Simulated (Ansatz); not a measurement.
## Relaxing germanium (diamond)

Theory: Ansatz 0.2.0, DFT, PBEsol, plane waves (420 eV) with PAW, scalar-relativistic. (PAW data from PBE, frozen cores regenerated.)

k-point mesh 5×5×5, Fermi-Dirac smearing 0.05 eV, no spin polarisation. Cell and atoms relax.

Starting structure:

```yaml
crystal:
  lattice:
    - [0.0, 2.82868, 2.82868]
    - [2.82868, 0.0, 2.82868]
    - [2.82868, 2.82868, 0.0]
  atoms:
    - { symbol: Ge, position: [0.5, 0.5, 0.5] }
    - { symbol: Ge, position: [0.75, 0.75, 0.75] }
hamiltonian:
  xc: pbesol
  pseudopotentials:
    kind: paw
    azcp:
      Ge: "pseudopotentials/Ge.paw.azcp"
basis:
  ecutwfc: 420
  fft_grid_basis: typed
kpoints:
  mp_grid: { grid: [5, 5, 5], shift: [0, 0, 0] }
magnetization:
  spin_polarized: false
scf:
  occupations: { method: fermi_dirac, width: 0.05 }
relax:
  max_steps: 60
  f_tol: 0.01
  cell: {}
```

Question: The pressure at the start is 0.9 GPa. By how much does the volume change?

Answer: From 22.63 to 22.97 Å³ per atom, 1.5 %. The final cell has a = 5.686 Å.

Question: How much energy does the relaxation gain?

Answer: 0.9 meV per atom.

Path of the relaxation (the plane waves are chosen anew near the end, which can shift the energy a little):

```csv
step,E − E(final) (meV/atom),V (Å³/atom),P (GPa),max force (eV/Å)
0,0.95,22.633,0.90,0.000
1,0.11,22.874,0.26,0.000
2,0.04,22.974,-0.01,0.000
3,0.00,22.974,-0.01,0.000
```
